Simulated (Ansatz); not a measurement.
**SiH₄ (singlet): wave-function methods side by side at distance H1–H2 along a hydrogen transfer = 0.887 Å, 6-31G**

Aim: climb from Hartree-Fock through coupled cluster and multireference methods for SiH₄ (singlet) at one geometry and basis, and see what each rung misses.

Computed with Ansatz 0.2.0, Gaussian basis. Level: 6-31G, core rule «outside noble gas», up to 5 orbitals frozen.

The runs, in order: UHF; CCSD(T) on RHF; CCSD(T) on UHF; BCCD(T) on RHF; CISD; CCSDT(Q) on RHF; CCSDT(Q) on UHF; CISDTQ; CCSDTQ on RHF; CCSDTQ on UHF; CASSCF and MRCISD+Q, 2 electrons in 2 orbitals; CASSCF and NEVPT2, 2 electrons in 2 orbitals; CASSCF and MRCISD+Q, 8 electrons in 8 orbitals; CASSCF and NEVPT4(SD), 8 electrons in 8 orbitals; CASSCF and NEVPT2, 8 electrons in 8 orbitals; Full CI.

10 further runs of the same task are left out: 1 for a mislabelled method, 9 that didn't finish.

### 1 The geometry

The geometry derives from fragments relaxed apart (PBE0/def2-TZVP) and kept rigid, so it is no stationary point. A hydrogen atom is moved between rigid fragments.

5 atoms, charge 0, spin multiplicity 1.

Atoms are counted from 1 here; the program's logs count them from 0.

Bond lengths: H2–Si3 1.629 Å, Si3–H4 1.526 Å, Si3–H5 1.526 Å. Angles: H2–Si3–H4 113.7°, H2–Si3–H5 113.7°, H4–Si3–H5 91.2°.

### 2 UHF

in.yaml

```yaml
crystal:
  periodic: [false, false, false]
  atoms:
    - {symbol: H, position_ang: [-2.424341, 0.054876, 0.000000]}
    - {symbol: H, position_ang: [-1.537341, 0.054876, 0.000000]}
    - {symbol: Si, position_ang: [0.091659, 0.054876, 0.000000]}
    - {symbol: H, position_ang: [0.703839, -0.819409, 1.090012]}
    - {symbol: H, position_ang: [0.703839, -0.819409, -1.090012]}
basis:
  gaussian: {orbitals: 6-31G}
magnetization: {spin_polarized: true, initial_magnetization: 0}
hamiltonian: {xc: hf}
output: {orbitals: {seedname: orbitals}}
```

Launch:

```sh
> ansatz run in.yaml --threads 1 --pin off --events-out ev --progress --plain --max-ram 2393MiB
```

Further steps of the session: CCSD(T) on RHF; CCSD(T) on UHF; BCCD(T) on RHF; CISD; CCSDT(Q) on RHF; CCSDT(Q) on UHF; CISDTQ; CCSDTQ on RHF; CCSDTQ on UHF; CASSCF and MRCISD+Q, 2 electrons in 2 orbitals; CASSCF and NEVPT2, 2 electrons in 2 orbitals; CASSCF and MRCISD+Q, 8 electrons in 8 orbitals; CASSCF and NEVPT4(SD), 8 electrons in 8 orbitals; CASSCF and NEVPT2, 8 electrons in 8 orbitals; Full CI.

**Question.** What will the summary of the whole plan be? Wanted: FCI below the RHF energy; RMP2 from FCI; UMP2 from FCI; RCCSD from FCI; RCCSD(T) from FCI; UCCSD(T) from FCI; RCCSDT(Q) from FCI; UCCSDT(Q) from FCI; NEVPT2 pair from FCI.

As calculated:

| quantity | value |
| --- | --- |
| FCI below the RHF energy | -2.7732 eV |
| RMP2 from FCI | +20.37 kcal/mol |
| UMP2 from FCI | +21.96 kcal/mol |
| RCCSD from FCI | +1.31 kcal/mol |
| RCCSD(T) from FCI | +0.40 kcal/mol |
| UCCSD(T) from FCI | +0.83 kcal/mol |
| RCCSDT(Q) from FCI | +0.02 kcal/mol |
| UCCSDT(Q) from FCI | +0.03 kcal/mol |
| NEVPT2 pair from FCI | +15.99 kcal/mol |
| MRCISD+Q pair from FCI | +0.03 kcal/mol |
| NEVPT2 valence from FCI | +4.71 kcal/mol |
| levels within 1 kcal/mol (43 meV) | RCCSD(T), UCCSD(T), BCCD(T), RCCSDT, UCCSDT, CISDTQ, RCCSDT(Q), UCCSDT(Q), RCCSDTQ, UCCSDTQ, MRCISD+Q pair, NEVPT4(SD) valence, MRCISD valence, MRCISD+Q valence |
| T1 diagnostic | 0.018 |
| effectively unpaired electrons | 0.14 |

RCCSD(T) misses by +0.40 kcal/mol, 0.6 % of the correlation energy. One determinant dominates. Of the multireference levels listed MRCISD+Q pair comes nearest in total energy (+0.03 kcal/mol), which doesn't show that its space is the better one. These misses are within one basis, not against nature.
